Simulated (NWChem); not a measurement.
# CHO, doublet; SMILES [CH]=O

```xyz
3

C      0.1308     0.5783     0.0000
O     -0.0053    -0.5995     0.0000
H     -0.7420     1.3263     0.0000
```
Atoms are numbered in this order, from 1.

In the optimisation the excess spin sits in a' (Cs, its own frame). Coordinates come from a PBE-D3(BJ)/def2-SVP, spin-unrestricted optimisation. No stability test was run on the SCF state.

Symmetry labels are those of Cs in the frame above (b1 and b2, or b-type labels, depend on it).

Question: List the 6 lowest vertical excitations from UHF/def2-SVPD, CIS (NWChem).

Answer: 
```
state    energy (eV)  oscillator strength  symmetry of the excitation  <S²>
-------  -----------  -------------------  --------------------------  ----
state 1         2.72                0.002                          a"  0.80
state 2         5.72                0.007                          a'  1.95
state 3         6.69                0.005                          a"  2.19
state 4         6.88                0.027                          a'  1.59
state 5         7.42                0.064                          a'  0.84
state 6         7.54                0.001                          a"  0.81
```
